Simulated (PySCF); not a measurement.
## Stretching AlF

Set-up: PySCF, no relativity, basis sets Al 3-21G, F 3-21G. Energies in eV from Al + F in their ground configurations at the same level. State: ¹Σ⁺ (singlet), closed shell.

Curves on a restricted Hartree–Fock reference rise too fast on stretching and do not dissociate correctly.

```csv
R (Å),BP86,M06-2X,RHF-MP2
1.451,-5.262,-5.271,-4.694
1.518,-5.964,-5.918,-5.363
1.586,-6.364,-6.259,-5.722
1.636,-6.519,-6.368,-5.842
1.687,-6.581,-6.382,-5.867
1.738,-6.571,-6.325,-5.819
1.805,-6.475,-6.165,-5.669
1.889,-6.263,-5.875,-5.387
1.991,-5.923,-5.448,-4.964
2.126,-5.403,-4.822,-4.337
```

Q: Put a parabola through the three lowest points of the BP86 curve and estimate Re, k and ωe (reduced mass 11.15 u; 1 eV/Å² = 0.16022 mdyn/Å; ωe = 1302.8·√(k/μ) cm⁻¹).

A: Through R = 1.636, 1.687, 1.738 Å the second-order coefficient is 13.8 eV/Å², so Re ≈ 1.705 Å, k ≈ 4.44 mdyn/Å and ωe ≈ 822 cm⁻¹. A polynomial fit of higher order to the unrounded BP86 energies gives Re = 1.704 Å, k = 4.08 mdyn/Å, ωe = 788 cm⁻¹; anharmonicity and rounding make the difference.

The higher-order fit for each curve: BP86: Re = 1.704 Å, ωe = 788 cm⁻¹, De = 6.58 eV; M06-2X: Re = 1.670 Å, ωe = 864 cm⁻¹, De = 6.39 eV; RHF-MP2: Re = 1.677 Å, ωe = 857 cm⁻¹, De = 5.87 eV.

Correlated steps freeze 6 core orbitals. Where the molecule has an RHF reference, its open-shell atoms are computed with UHF. 3-21G is very small, so such numbers show the basis as much as the molecule.
